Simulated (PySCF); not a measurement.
## Basis-set dependence of population analyses: `[O-]/C=C/Cl`

Compound: C₂H₂ClO (charge -1).
SMILES with atom numbers: `[O-:1]/[CH:2]=[CH:3]/[Cl:4]` (hydrogens: H5 on C2; H6 on C3)

PBE0 throughout (PySCF), one geometry, spherical d and f functions. Isolated species at its PBE0-D3(BJ)/def2-SVP geometry, gas phase. The geometry's basis has no diffuse functions.

Mulliken charges (e):

```json
{"basis": "STO-3G", "functions": "26", "O1": "-0.392", "C2": "-0.022", "C3": "-0.236", "Cl4": "-0.316", "H5": "-0.042", "H6": "+0.008"}
{"basis": "6-31G", "functions": "44", "O1": "-0.638", "C2": "+0.209", "C3": "-0.543", "Cl4": "-0.146", "H5": "+0.004", "H6": "+0.114"}
{"basis": "pcSseg-0", "functions": "44", "O1": "-0.693", "C2": "+0.193", "C3": "-0.538", "Cl4": "-0.204", "H5": "+0.072", "H6": "+0.171"}
{"basis": "6-31G*", "functions": "64", "O1": "-0.627", "C2": "+0.215", "C3": "-0.477", "Cl4": "-0.223", "H5": "-0.003", "H6": "+0.114"}
{"basis": "def2-SVP", "functions": "70", "O1": "-0.469", "C2": "+0.170", "C3": "-0.260", "Cl4": "-0.295", "H5": "-0.125", "H6": "-0.021"}
{"basis": "cc-pVDZ", "functions": "70", "O1": "-0.444", "C2": "+0.167", "C3": "-0.309", "Cl4": "-0.268", "H5": "-0.122", "H6": "-0.024"}
{"basis": "pcSseg-1", "functions": "85", "O1": "-0.581", "C2": "+0.214", "C3": "-0.379", "Cl4": "-0.293", "H5": "-0.035", "H6": "+0.075"}
{"basis": "aug-cc-pVDZ", "functions": "114", "O1": "-0.767", "C2": "+0.811", "C3": "-0.001", "Cl4": "-0.381", "H5": "-0.198", "H6": "-0.465"}
{"basis": "6-311+G(2d,p)", "functions": "128", "O1": "-0.604", "C2": "-0.295", "C3": "+0.017", "Cl4": "-0.225", "H5": "+0.023", "H6": "+0.083"}
{"basis": "def2-TZVP", "functions": "142", "O1": "-0.542", "C2": "+0.033", "C3": "-0.202", "Cl4": "-0.284", "H5": "-0.064", "H6": "+0.060"}
{"basis": "cc-pVTZ", "functions": "152", "O1": "-0.499", "C2": "+0.099", "C3": "-0.262", "Cl4": "-0.297", "H5": "-0.087", "H6": "+0.046"}
{"basis": "IGLO-III", "functions": "169", "O1": "-0.604", "C2": "+0.059", "C3": "-0.276", "Cl4": "-0.154", "H5": "-0.058", "H6": "+0.033"}
```

IAO charges (e):

| basis | functions | O1 | C2 | C3 | Cl4 | H5 | H6 |
| --- | --- | --- | --- | --- | --- | --- | --- |
| STO-3G | 26 | -0.416 | -0.050 | -0.417 | -0.204 | +0.015 | +0.073 |
| 6-31G | 44 | -0.620 | +0.104 | -0.430 | -0.202 | +0.027 | +0.120 |
| pcSseg-0 | 44 | -0.593 | +0.098 | -0.441 | -0.193 | +0.018 | +0.111 |
| 6-31G* | 64 | -0.636 | +0.148 | -0.441 | -0.196 | +0.014 | +0.111 |
| def2-SVP | 70 | -0.632 | +0.140 | -0.443 | -0.177 | +0.008 | +0.103 |
| cc-pVDZ | 70 | -0.627 | +0.143 | -0.448 | -0.190 | +0.012 | +0.109 |
| pcSseg-1 | 85 | -0.645 | +0.147 | -0.450 | -0.186 | +0.019 | +0.115 |
| aug-cc-pVDZ | 114 | -0.672 | +0.150 | -0.450 | -0.181 | +0.030 | +0.124 |
| 6-311+G(2d,p) | 128 | -0.672 | +0.151 | -0.456 | -0.178 | +0.031 | +0.124 |
| def2-TZVP | 142 | -0.665 | +0.152 | -0.458 | -0.176 | +0.026 | +0.120 |
| cc-pVTZ | 152 | -0.656 | +0.151 | -0.456 | -0.182 | +0.023 | +0.119 |
| IGLO-III | 169 | -0.676 | +0.147 | -0.454 | -0.167 | +0.028 | +0.121 |

Hirshfeld charges (e):

| basis | functions | O1 | C2 | C3 | Cl4 | H5 | H6 |
| --- | --- | --- | --- | --- | --- | --- | --- |
| STO-3G | 26 | -0.370 | -0.031 | -0.194 | -0.318 | -0.064 | -0.024 |
| 6-31G | 44 | -0.460 | -0.033 | -0.218 | -0.243 | -0.041 | -0.005 |
| pcSseg-0 | 44 | -0.434 | -0.044 | -0.231 | -0.223 | -0.051 | -0.017 |
| 6-31G* | 64 | -0.454 | -0.035 | -0.211 | -0.257 | -0.039 | -0.004 |
| def2-SVP | 70 | -0.442 | -0.050 | -0.226 | -0.214 | -0.050 | -0.018 |
| cc-pVDZ | 70 | -0.429 | -0.049 | -0.221 | -0.236 | -0.048 | -0.016 |
| pcSseg-1 | 85 | -0.446 | -0.049 | -0.220 | -0.228 | -0.041 | -0.016 |
| aug-cc-pVDZ | 114 | -0.453 | -0.060 | -0.218 | -0.222 | -0.036 | -0.011 |
| 6-311+G(2d,p) | 128 | -0.456 | -0.062 | -0.221 | -0.223 | -0.031 | -0.007 |
| def2-TZVP | 142 | -0.453 | -0.056 | -0.218 | -0.227 | -0.037 | -0.009 |
| cc-pVTZ | 152 | -0.446 | -0.052 | -0.217 | -0.233 | -0.040 | -0.011 |
| IGLO-III | 169 | -0.457 | -0.065 | -0.221 | -0.203 | -0.040 | -0.012 |

**Question.** Which scheme is steadiest as the basis changes?

**Answer.** Largest range over the bases for any column: Hirshfeld 0.11 e, IAO 0.26 e, Mulliken 1.11 e. Hirshfeld charges move least and Mulliken charges most, counted in e. Without the minimal STO-3G basis the ranges are Hirshfeld 0.05, IAO 0.08, Mulliken 1.11 e.

**Question.** How much do the charges still move between the two largest bases, cc-pVTZ and IGLO-III?

**Answer.** At most, over all atoms: Mulliken 0.143 e, IAO 0.020 e, Hirshfeld 0.030 e.

**Question.** What do the same runs give for the total energy and the frontier levels?

**Answer.** 
| basis | energy (Eh) | HOMO (eV) | LUMO (eV) |
| --- | --- | --- | --- |
| STO-3G | -605.3962 | 4.93 | 12.37 |
| 6-31G | -612.4218 | 0.61 | 6.88 |
| pcSseg-0 | -611.6203 | 0.56 | 7.28 |
| 6-31G* | -612.4813 | 0.70 | 6.80 |
| def2-SVP | -612.2481 | 0.61 | 7.24 |
| cc-pVDZ | -612.5230 | 0.60 | 6.86 |
| pcSseg-1 | -612.4829 | 0.24 | 6.46 |
| aug-cc-pVDZ | -612.5539 | -0.11 | 3.50 |
| 6-311+G(2d,p) | -612.5835 | -0.10 | 4.20 |
| def2-TZVP | -612.5942 | 0.09 | 6.16 |
| cc-pVTZ | -612.5926 | 0.19 | 6.20 |
| IGLO-III | -612.5922 | 0.08 | 5.94 |

Where the HOMO energy of this anion is positive, the outermost electrons may be held by the finite basis alone.
